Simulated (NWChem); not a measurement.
Molecule: C₃H₇Cl; SMILES CCCCl

```xyz
11

C     -0.7830    -1.7617     0.1421
C      0.5216    -1.1621    -0.3553
C      0.8926     0.1548     0.2952
Cl    -0.2977     1.4502    -0.0601
H     -0.7440    -1.9647     1.2246
H     -1.0042    -2.7104    -0.3688
H     -1.6221    -1.0737    -0.0393
H      0.4834    -1.0182    -1.4480
H      1.3571    -1.8595    -0.1653
H      0.9385     0.0661     1.3907
H      1.8640     0.5207    -0.0642
```
Atoms are numbered in this order, from 1.

Program: NWChem. Pople sets run with spherical d functions. Coordinates come from a PBE0/def2-SVP optimisation. Vertical excitations in the gas phase; the lowest state need not have the same character in each row.

For level B3LYP/6-31G*, TDA:

- lowest excitation, singlet (eV) = 7.59
- orbital gap (eV) = 8.93

Q: What are these values for level LRC-wPBEh/6-31G*, TDA?

A: The lowest excitation, singlet (eV) is 7.76 and the orbital gap (eV) is 13.15.
